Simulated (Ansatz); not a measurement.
Results of LDA in Ansatz (plane waves, PAW) for bcc Na.

Numerical settings: plane-wave cutoff 500 eV, 24×24×24 k mesh, Fermi–Dirac smearing 0.1 eV, scalar-relativistic PAW data made under PBE.

Computed at the level's own relaxed cell.

Question: Estimate the volume per atom and equilibrium lattice constant a that the calculation returns.

Answer: 
- volume per atom: 33.38 Å³/atom
- equilibrium lattice constant a: 4.057 Å

Measured, for comparison: equilibrium volume per atom 37.42 Å³/atom (static lattice: zero-point anharmonic expansion removed; as tabulated in Mejia-Rodriguez and Trickey (2018), arXiv:1807.09216); lattice constant a 4.214 Å (static lattice: zero-point anharmonic expansion removed, our sources range from 4.207 to 4.214; as tabulated in Mejia-Rodriguez and Trickey (2018), arXiv:1807.09216). Computed (rounded) less measured: equilibrium volume per atom -10.8 %, lattice constant a -3.7 % (-3.6 % to -3.7 % over the range).

Computed values are for the static lattice.

Ansatz is an electronic-structure program.
